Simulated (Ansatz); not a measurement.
bcc Rb was calculated with PBE (PAW; Ansatz, a quantum-chemistry and plane-wave program).

Settings: plane-wave cutoff 520 eV, 16×16×16 k mesh, Fermi–Dirac smearing 0.067 eV (set by the program), scalar-relativistic PAW data made under PBE.

Computed at the level's own relaxed cell.

```
CELL_PARAMETERS angstrom
     -2.83472     2.83472     2.83472
      2.83472    -2.83472     2.83472
      2.83472     2.83472    -2.83472
ATOMIC_POSITIONS crystal
  Rb 0.00000 0.00000 0.00000
```

Give the elastic tensor (Voigt notation, GPa, ions relaxed, in the Cartesian axes of the cell as printed).


```
    3.1     2.6     2.6     0.0     0.0     0.0
    2.6     3.1     2.6     0.0     0.0     0.0
    2.6     2.6     3.1     0.0     0.0     0.0
    0.0     0.0     0.0     2.0     0.0     0.0
    0.0     0.0     0.0     0.0     2.0     0.0
    0.0     0.0     0.0     0.0     0.0     2.0
```

Measured, for comparison: elastic constant C11 3.41 GPa, elastic constant C12 2.87 GPa, elastic constant C44 2.21 GPa (temperature not stated, no zero-point or thermal correction; as tabulated in arXiv:1601.06701). Computed (rounded) less measured: elastic constant C11 -10 %, elastic constant C12 -8 %, elastic constant C44 -10 %.

Static lattice: no zero-point or thermal effects.
